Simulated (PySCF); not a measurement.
## State search for BS

Unrestricted PBE0; PySCF, spin-free X2C with a Gaussian nucleus, basis sets B x2c-SVPall, S x2c-SVPall. Outer shells of the fragments: B 2s2 2p1; S 3s2 3p4.

Followed along the bond (rough minima from three points):

| 2Ms+1 | unpaired | ⟨S²⟩ at the start | R at minimum (Å) | Te (eV) |
| --- | --- | --- | --- | --- |
| 2 | σ ↑ | 0.78 | 1.62 | 0.00 |
| 2 | π ↑ | 0.75 | 1.83 | 2.13 |
| 4 | σ ↑, π ↑↑ | 3.76 | 1.81 | 3.65 |

Solutions found at the starting distance of 1.800 Å, counted from the lowest of them; the search is not exhaustive and high or unbound solutions are not listed, so other states can lie among these:

```csv
2Ms+1,unpaired,term,E (eV),⟨S²⟩,⟨Lz²⟩,μ (D)
2,σ ↑,²Σ⁺,0.00,0.78,0.00,-1.29
2,π ↑,²Π,1.57,0.75,1.01,2.08
4,"σ ↑, π ↑↑",mixed,3.08,3.76,2.01,0.48
4,"σ ↑, π ↑↑",mixed,3.52,3.75,2.00,0.22
2,"σ ↑, π ↑↓",mixed,3.69,1.76,2.01,0.10
4,"σ ↑↑, π ↑",⁴Π,6.30,3.78,1.00,0.53
4,π ↑↑↑,⁴Π,6.70,3.77,1.00,5.61
```

A term symbol is given only where ⟨S²⟩ and ⟨Lz²⟩ are close to those of a pure state; real π, δ and φ orbitals otherwise mix terms. A positive dipole means B(−)S(+).

Compare the gap between the two lowest followed solutions at the starting distance with the gap between their minima.

At PBE0 the second solution (doublet, unpaired electrons π ↑) lies +1.57 eV from the first (doublet, unpaired electrons σ ↑) at 1.800 Å and +2.13 eV at the minima; the two curves relax by different amounts, since their minima lie near 1.83 and 1.62 Å.

Counting both spins, an empty level lies below a filled one in some of these solutions, because spin and occupation are held.
